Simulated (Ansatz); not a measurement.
Input file:

```yaml
crystal:
  periodic: [false, false, false]
  atoms:
    - {symbol: As, position_ang: [0.037486, -0.379715, 0.000000]}
    - {symbol: F, position_ang: [-0.034604, 0.765477, -1.298208]}
    - {symbol: F, position_ang: [-0.034605, 0.765478, 1.298207]}
    - {symbol: H, position_ang: [-1.481855, -0.631800, 0.000000]}
basis:
  gaussian: {orbitals: cc-pVTZ}
hamiltonian: {xc: {name: B3LYP}}
```

```sh
$ ansatz run in.yaml --threads 1 --pin off --events-out ev --progress --plain --max-ram 3968MiB --backend cpu
```

Task: Roughly how long does this take on 1 thread of AMD EPYC 7R13, shared host, and how much host memory?

Result: 1.6 s wall and 0.22 GiB.

```
760 factors; their error is unknown
mean field evaluation 1: about -66293.1964 eV, gradient 4.9e1 eV
mean field evaluation 2: about -66283.6385 eV, gradient 9.6e1 eV
mean field evaluation 4: about -66296.4290 eV, gradient 1.5e0 eV
mean field evaluation 8: about -66296.7660 eV, gradient 3.2e-2 eV
mean field -66296.76597395 eV, -2436.3612119808 hartree, gradient 2.1e-5 eV, S^2 0.000000; 0 other end points of the search recorded, 0 dependent functions left out
reference -66296.76614934 eV, -2436.3612184260 hartree; 26, 26 occupied and 91, 91 virtual orbitals, 760 factors
Total energy: -66296.76614934 eV, -2436.3612184260 hartree
```
